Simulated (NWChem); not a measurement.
# Run times for AlCl (aluminium monochloride)

AlCl has 2 atoms, charge 0, and is taken as a singlet. As SMILES, `[Al][Cl]`. The bond length is the measured one.

```xyz
2

Al    0.0000    0.0000    0.0000
Cl    0.0000    0.0000    2.1301
```

Program: NWChem 7.3.0. Hardware: 1 thread of Intel Xeon 6975P-C (Granite Rapids), shared host, so times are rough. Two-electron integrals are exact unless an approximation is named.

Q: Estimate their order by wall time, quickest first.
A. energy at B3LYP/def2-TZVP, grid fine
B. energy at B3LYP/def2-QZVPD, grid fine
C. energy at B3LYP/def2-SVP, grid fine

A: C (1.6 s), A (4.8 s), B (33 s).
